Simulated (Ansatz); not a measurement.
LiF2⁻. Charge -1, multiplicity 3. Geometry r2SCAN-D4/def2-TZVPD; atoms count from 1.

```
atom   x (Å)   y (Å)   z (Å)
 Li1  -0.691   0.637  -0.334
  F2  -0.284  -1.077   0.022
  F3   0.975   0.439   0.312
```

The highest occupied level of the charge -1 triplet lies above zero (up to 1.09 eV). The electron is either unbound and held by the finite basis, or the level is raised by self-interaction error. In the triplet, F2 and F3 lie 1.99 Å apart (atoms count from 1), so these atoms are partly bonded to each other. At PBE0-D4/def2-TZVPD a singlet of charge -1 lies 4.69 eV below the triplet, each at its own geometry. The structure comes from a short search, and lower isomers may exist.

**Question.** Estimate the Mulliken populations from the PBE0/def2-TZVPD orbitals of Ansatz.

**Answer.** 
```
atom  charge (e)  spin (α − β)
 Li1       -0.31          1.24
  F2       -0.34          0.38
  F3       -0.34          0.38
```
Mulliken values depend strongly on the basis. With diffuse functions, as here, like atoms can get unlike values, and bond orders can come out too low or too high.

**Question.** Where does the spin sit?

**Answer.** Summed by element: Li 1.24, F 0.76, of 2 unpaired in all. Largest on single atoms: Li1 1.24, F2 0.38, F3 0.38.

**Question.** And the Mayer bond orders between heavy atoms (over 0.3)?

**Answer.** F2–F3 0.45 (1.99 Å).
